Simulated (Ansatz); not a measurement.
# SiH4S (Si(SH)H3) at CCSD/STO-3G

Aim: the energy change on altering one bond length of SiH4S (Si(SH)H3) at CCSD/STO-3G, from 2 runs. 

Program for the calculation: Ansatz 0.2.0.

54 further runs of the same task are left out: 54 set aside as unsound or not needed.

### 1 The molecule

The species is SiH4S (6 atoms), meant as a singlet with charge 0. As SMILES, `[H][Si]([H])([H])S`. Geometry: relaxed at GFN2-xTB.

Bond lengths: Si1–S2 2.147 Å, S2–H3 1.325 Å, Si1–H4 1.452 Å, Si1–H5 1.457 Å, Si1–H6 1.458 Å. Angles: Si1–S2–H3 97.0°, S2–Si1–H4 103.2°, S2–Si1–H5 107.7°, S2–Si1–H6 107.7°, H4–Si1–H5 113.2°, H4–Si1–H6 113.1°, H5–Si1–H6 111.3°.

### 2 A single-point energy at CCSD/STO-3G

Contents of input.yaml:

```yaml
basis:
  gaussian: {orbitals: STO-3G}
crystal:
  periodic: [false, false, false]
  atoms:
    - {symbol: Si, position_ang: [0.201210, -0.014540, -0.544580]}
    - {symbol: S, position_ang: [0.253720, 0.019820, 1.601470]}
    - {symbol: H, position_ang: [-1.056810, 0.059910, 1.795240]}
    - {symbol: H, position_ang: [1.606010, -0.020690, -0.909950]}
    - {symbol: H, position_ang: [-0.503230, 1.180600, -0.990160]}
    - {symbol: H, position_ang: [-0.500900, -1.225100, -0.952020]}
correlation: {method: ccsd, frozen_orbitals: {H: 0, S: 5, Si: 5}}
accuracy: high
scf: {omitted_lower_state_checks: [cluster_reference, increment]}
```

Command:

```
$ ansatz run input.yaml --threads 1 --pin off --max-ram 2610MiB --events-out events.jsonl --progress --plain --runs-dir runs
```

Standard output, shortened:

```text
Warning: RAYON_NUM_THREADS=1 ignored (pool sized by the plan → 1); use --threads N
Functional definition: HF
  name "HF"
[...]
388 factors; integrals over basis functions are off by at most 9.1e-9 eV
[...]
mean field -18534.01516270 eV, -681.1124944225 hartree, gradient 2.8e-8 eV, S^2 0.000000; 0 other end points of the search recorded, 0 dependent functions left out
10 core orbitals not correlated: weight in the atoms' cores, before any rotation towards them, 1.000 or more for the frozen orbitals, at most 0.000 for the correlated occupied ones
reference -18534.01516270 eV, -681.1124944225 hartree; 7, 7 occupied and 5, 5 virtual orbitals, 388 factors
second order -1.70128863 eV of doubles, -0.00000000 eV of singles
cycle   1  -2.19731184 eV  change   -5.0e-1 eV  update   5.9e-2
[...]
cycle  18  -2.46504265 eV  change  -7.7e-10 eV  update  2.4e-10
Total energy: -18536.48020535 eV, -681.2030830690 hartree
Checks for a lower state left out: cluster_reference, increment
```

Run time: 0.18 s. Hardware: 1 thread of Arm Neoverse V1, shared host.

### 3 The distorted shape

Contents of in.yaml:

```yaml
crystal:
  periodic: [false, false, false]
  atoms:
    - {symbol: Si, position_ang: [0.376726, 0.288080, -0.442727]}
    - {symbol: S, position_ang: [0.429236, 0.322440, 1.703323]}
    - {symbol: H, position_ang: [-0.881294, 0.362530, 1.897093]}
    - {symbol: H, position_ang: [1.781526, 0.281930, -0.808097]}
    - {symbol: H, position_ang: [-0.327714, 1.483220, -0.888307]}
    - {symbol: H, position_ang: [-0.500900, -1.225100, -0.952020]}
basis:
  gaussian: {orbitals: STO-3G}
accuracy: high
correlation: {method: ccsd, frozen_orbitals: {H: 0, S: 5, Si: 5}}
scf: {omitted_lower_state_checks: [cluster_reference, increment]}
```

Command:

```
$ ansatz run in.yaml --threads 1 --pin off --max-ram 2610MiB --events-out events.jsonl --progress --plain --runs-dir runs
```

Standard output, shortened:

```text
Warning: RAYON_NUM_THREADS=1 ignored (pool sized by the plan → 1); use --threads N
[... 2 set-up lines as earlier in the session ...]
[...]
388 factors; integrals over basis functions are off by at most 2.1e-8 eV
[...]
mean field -18532.52533870 eV, -681.0577444003 hartree, gradient 5.7e-8 eV, S^2 0.000000; 0 other end points of the search recorded, 0 dependent functions left out
10 core orbitals not correlated: weight in the atoms' cores, before any rotation towards them, 1.000 or more for the frozen orbitals, at most 0.000 for the correlated occupied ones
reference -18532.52533870 eV, -681.0577444003 hartree; 7, 7 occupied and 5, 5 virtual orbitals, 388 factors
second order -1.93370627 eV of doubles, -0.00000000 eV of singles
cycle   1  -2.51880262 eV  change   -5.9e-1 eV  update   7.0e-2
[...]
cycle  18  -2.85929890 eV  change  -6.2e-10 eV  update   1.1e-9
Total energy: -18535.38463760 eV, -681.1628216969 hartree
Checks for a lower state left out: cluster_reference, increment
```

Run time: 0.18 s. Hardware: 1 thread of Arm Neoverse V1, shared host.

### 4 Summary of results

At CCSD/STO-3G, 10 core orbitals frozen:

```
                                                          quantity          value
                                         first shape: total energy  -681.20308 Eh
         first shape: correlation energy (10 core orbitals frozen)      -90.6 mEh
                                        first shape: T1 diagnostic          0.005
                                     distorted shape: total energy  -681.16282 Eh
     distorted shape: correlation energy (10 core orbitals frozen)     -105.1 mEh
                                    distorted shape: T1 diagnostic          0.006
energy change with the Si1–H6 bond stretched from 1.458 to 1.822 Å       1.096 eV
```

What this shows: With the Si1–H6 bond stretched from 1.458 to 1.822 Å the energy rises by 1.10 eV (106 kJ/mol). The first shape isn't relaxed at this level, so the change isn't measured from a minimum. The minimal basis adds a large error of its own.
